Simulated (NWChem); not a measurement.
System: ethylene (C$_{2}$H$_{4}$); SMILES C=C

NWChem input:

```
start job
memory heap 200 mb stack 900 mb global 1100 mb
geometry units angstroms noautoz
  C      0.000000     0.665229     0.000000
  C      0.000000    -0.665229     0.000000
  H      0.931002     1.240614     0.000000
  H     -0.931002     1.240614     0.000000
  H     -0.931002    -1.240614     0.000000
  H      0.931002    -1.240614     0.000000
end
basis spherical
  * library sto-3g
end
dft
  xc b3lyp
  iterations 150
  mulliken
end
task dft energy
```

Output (shortened):

```
             Northwest Computational Chemistry Package (NWChem) 7.3.0
             --------------------------------------------------------

 D2H symmetry detected

                             Geometry "geometry" -> ""
                             -------------------------

 Output coordinates in angstroms (scale by  1.889725989 to convert to a.u.)

  No.       Tag          Charge          X              Y              Z
 ---- ---------------- ---------- -------------- -------------- --------------
    1 C                    6.0000     0.00000000     0.66522900     0.00000000
    2 C                    6.0000     0.00000000    -0.66522900     0.00000000
    3 H                    1.0000     0.93100200     1.24061400     0.00000000
    4 H                    1.0000    -0.93100200     1.24061400     0.00000000
    5 H                    1.0000    -0.93100200    -1.24061400     0.00000000
    6 H                    1.0000     0.93100200    -1.24061400     0.00000000

 Effective nuclear repulsion energy (a.u.)      33.2465659495

      Symmetry information
      --------------------

 Group name             D2h
 Group number             26
 Group order               8
 No. of unique centers     2

                                 NWChem DFT Module
                                 -----------------

 Summary of "ao basis" -> "ao basis" (spherical)
 ------------------------------------------------------------------------------
       Tag                 Description            Shells   Functions and Types
 ---------------- ------------------------------  ------  ---------------------
 C                           sto-3g                  3        5   2s1p
 H                           sto-3g                  1        1   1s

      Symmetry analysis of basis
      --------------------------

        ag          4
        au          0
        b1g         2
        b1u         1
        b2g         0
        b2u         4
        b3g         1
        b3u         2

            General Information
            -------------------
          SCF calculation type: DFT
          Wavefunction type:  closed shell.
          No. of atoms     :     6
          No. of electrons :    16
           Alpha electrons :     8
            Beta electrons :     8
          Charge           :     0
          Spin multiplicity:     1
          Use of symmetry is: on ; symmetry adaption is: on
          Maximum number of iterations: 150
          AO basis - number of functions:    14
                     number of shells:    10
          Convergence on energy requested:  1.00D-06
          Convergence on density requested:  1.00D-05
          Convergence on gradient requested:  5.00D-04

              XC Information
              --------------
                         B3LYP Method XC Potential
                     Hartree-Fock (Exact) Exchange  0.200
                        Slater Exchange Functional  0.800 local
                    Becke 1988 Exchange Functional  0.720 non-local
              Lee-Yang-Parr Correlation Functional  0.810
                  VWN I RPA Correlation Functional  0.190 local

             Grid Information
             ----------------
          Grid used for XC integration:  medium
          Radial quadrature: Mura-Knowles
          Angular quadrature: Lebedev.
          Tag              B.-S. Rad. Rad. Pts. Rad. Cut. Ang. Pts.
          ---              ---------- --------- --------- ---------
          C                   0.70       49           7.0       434
          H                   0.35       45           8.0       434
          Grid pruning is: on
          Number of quadrature shells:    94
          Spatial weights used:  Erf1

      Superposition of Atomic Density Guess
      -------------------------------------

 Sum of atomic energies:         -76.22281405

      Non-variational initial energy
      ------------------------------

 Total energy =     -76.627960
 1-e energy   =    -169.154901
 2-e energy   =      59.280375
 HOMO         =      -0.133703
 LUMO         =       0.247938

      Symmetry analysis of molecular orbitals - initial
      -------------------------------------------------

  Numbering of irreducible representations:

     1 ag          2 au          3 b1g         4 b1u         5 b2g
     6 b2u         7 b3g         8 b3u

  Orbital symmetries:

     1 ag          2 b2u         3 ag          4 b2u         5 b3u
     6 ag          7 b1g         8 b1u         9 b3g        10 b3u
    11 b2u        12 ag         13 b1g        14 b2u

     ---------------------------------------------
      Total Density - Mulliken Population Analysis
     ---------------------------------------------

    Atom       Charge   Shell Charges
 -----------   ------   -------------------------------------------------------
    1 C    6     6.14   1.99  1.28  2.86
    2 C    6     6.14   1.99  1.28  2.86
    3 H    1     0.93   0.93
    4 H    1     0.93   0.93
    5 H    1     0.93   0.93
    6 H    1     0.93   0.93

   convergence    iter        energy       DeltaE   RMS-Dens  Diis-err
 ---------------- ----- ----------------- --------- --------- ---------
 d= 0,ls=0.0,diis     1    -77.6123990410 -1.11D+02  2.36D-02  7.25D-02
 d= 0,ls=0.0,diis     2    -77.6221836421 -9.78D-03  3.93D-03  1.10D-03
 d= 0,ls=0.0,diis     3    -77.6223253984 -1.42D-04  1.34D-03  3.14D-04
 d= 0,ls=0.0,diis     4    -77.6223802292 -5.48D-05  4.09D-05  2.19D-07
 d= 0,ls=0.0,diis     5    -77.6223802686 -3.94D-08  1.69D-07  2.11D-12

         Total DFT energy =      -77.622380268621
      One electron energy =     -169.411475756242
           Coulomb energy =       70.856634231217
    Exchange-Corr. energy =      -12.314104693050
 Nuclear repulsion energy =       33.246565949454

 Numeric. integr. density =       16.000000603335

                  Occupations of the irreducible representations
                  ----------------------------------------------

[...]
```

Level: B3LYP/STO-3G. Geometry: optimised at PBE0/def2-SVP. B3LYP is NWChem's, with the RPA form of VWN correlation.
